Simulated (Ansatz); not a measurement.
# Isomers and spin states of GaAsH2

Ansatz 0.2.0, basis cc-pVDZ; geometries are PBE0/def2-TZVP minima. Wave-function levels freeze the cores with the filled d shells of p-block atoms; HF, MP2 and coupled cluster are restricted for singlets and unrestricted otherwise, restricted open-shell where a d shell is frozen, Kohn–Sham unrestricted where that lies lower. The reference is CCSDT(Q) (coupled cluster only where its series has nearly closed). Semilocal and hybrid functionals correlate all electrons outside any core potential and usually lie nearer their basis limit than the reference, so part of their error here is the reference's basis and frozen-core error; RPA and the MP2 part of double hybrids freeze the same cores as the reference. None of these values is a measured one. Energies are electronic, without zero-point terms. No spin–orbit coupling and no scalar relativity. The set is small: such energies can lie up to about 0.3 eV from the limit, spin gaps mostly less, so near ties and functionals' places can change in larger sets. The species are chosen: bound, without strong static correlation by their natural occupations or amplitudes, and with a ladder that closes on the reference, so errors are smaller than for species at large; levels whose determinant breaks symmetry or spin markedly are left out.

A. singlet; Ga–As 2.555, As–H 1.532, angles at As 83/91°. Coordinates (Å): Ga -0.013 0.000 1.338; As 0.040 0.000 -1.217; H -1.024 -1.091 -1.062; H -1.024 1.091 -1.062
B. singlet; Ga–As 2.220, Ga–H 1.558, As–H 1.545, angles at As 79°, angles at Ga 178°. Coordinates (Å): Ga 0.000 -0.004 1.136; As 0.000 0.025 -1.083; H 0.000 -0.074 2.693; H 0.000 -1.494 -0.794
C. triplet; Ga–As 2.473, Ga–H 1.608, As–H 1.527, angles at As 93°, angles at Ga 116°. Coordinates (Å): Ga 0.000 -0.062 1.274; As 0.000 0.059 -1.195; H 0.000 1.343 2.056; H 0.000 -1.459 -1.362
D. triplet; Ga–As 2.421, Ga–H 1.572, angles at Ga 120°. Coordinates (Å): Ga 0.000 0.000 1.226; As 0.000 0.000 -1.195; H 0.000 1.364 2.009; H 0.000 -1.364 2.009

**Question.** From bonding and spin, estimate the order of these in energy at CCSDT(Q), each at its own geometry.

**Answer.** At CCSDT(Q), above the lowest of those listed: A (0.0 kcal/mol), B (12.2 kcal/mol), D (25.1 kcal/mol), C (32.9 kcal/mol).

| level | B less A (kcal/mol) | D less A (kcal/mol) | C less A (kcal/mol) |
| --- | --- | --- | --- |
| CCSDT(Q) | 12.2 | 25.1 | 32.9 |
| MP2 | 9.6 | 22.3 | 31.4 |
| CCSD | 13.8 | 23.7 | 32.5 |
| CCSD(T) | 12.5 | 25.0 | 33.0 |
| PBE | 10.3 | 31.6 | 34.7 |
| r2SCAN | 7.8 | 24.6 | 29.6 |
| PBE0 | 10.4 | 27.1 | 32.5 |
| B3LYP | 13.0 | 30.8 | 34.9 |
| B2PLYP | 11.5 | 27.9 | 34.0 |
| RPA-PBE | 13.9 | 28.0 | 33.5 |

Every level shown puts the same form lowest.

The geometries are PBE0's, not this basis's own minima.
